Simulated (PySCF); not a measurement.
Compound: formaldoxime, CH₃NO.
Geometry (PBE0-D3(BJ)/def2-TZVP, Å), atoms numbered from 1 in this order:
```xyz
6
CH3NO angstrom
C     -0.867   -0.087    0.168
N      0.304   -0.200    0.628
O      1.255    0.249   -0.264
H     -1.673   -0.419    0.810
H     -1.074    0.320   -0.821
H      2.081    0.107    0.207
```

Computed with PySCF at wB97X-D/pcSseg-2, non-relativistic, on one gas-phase PBE0-D3(BJ)/def2-TZVP geometry that isn't relaxed in the solvent. The solvent is an IEF-PCM continuum (cavity from Bondi-type radii × 1.2). The model holds no explicit solvent molecules, cavitation or dispersion.

Gas phase at wB97X-D/pcSseg-2: HOMO -9.76 eV, LUMO 1.54 eV, dipole 0.27 D.

Question: What does the continuum do to the energy, the frontier levels and the dipole at wB97X-D/pcSseg-2 in chloroform?

Answer: 
```json
{"solvent": "chloroform", "ε": "4.711", "E(solvent) − E(gas) (kJ/mol)": "-16.01", "polarisation term (kJ/mol)": "-17.32", "distortion of the solute (kJ/mol)": "1.31", "HOMO (eV)": "-9.77", "LUMO (eV)": "1.55", "dipole (D)": "0.43"}
```

The first energy column is the sum of the next two and covers electrostatics alone.

Note: wB97X-D ran without an empirical dispersion term, which enters the total energy and its gradient alone.
